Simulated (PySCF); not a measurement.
Process, species as SMILES: SC (CH3-SH) → [CH2-]S + H+
B3LYP-D3(BJ)/def2-TZVP geometries, fixed; electronic energies without zero-point terms.

Effect of the atomic grid (radial, angular points) at wB97M-V/def2-TZVP with PySCF, against the last row, where the deprotonation energy is 404.05 kcal/mol. The proton leaves the site shown, which need not be the most acidic.

| setting | grid points, largest species | largest shift of a total energy (mEh) | shift of the deprotonation energy (kcal/mol) |
|---|---|---|---|
| atom_grid: 30, 110, unpruned | 19800 | -0.337 | -0.057 |
| atom_grid: 50, 194, unpruned | 58200 | -0.011 | -0.007 |
| atom_grid: 75, 302, unpruned | 135904 | 0.001 | 0.000 |
| atom_grid: 99, 590, unpruned | 350464 | 0.000 | 0.000 |
| atom_grid: 150, 974, unpruned | 876600 | 0.000 | 0.000 |

Within 0.02 kcal/mol in the deprotonation energy: atom_grid: 50, 194, unpruned; atom_grid: 75, 302, unpruned; atom_grid: 99, 590, unpruned. The largest shift is 0.337 mEh in a total energy and 0.057 kcal/mol in the difference.
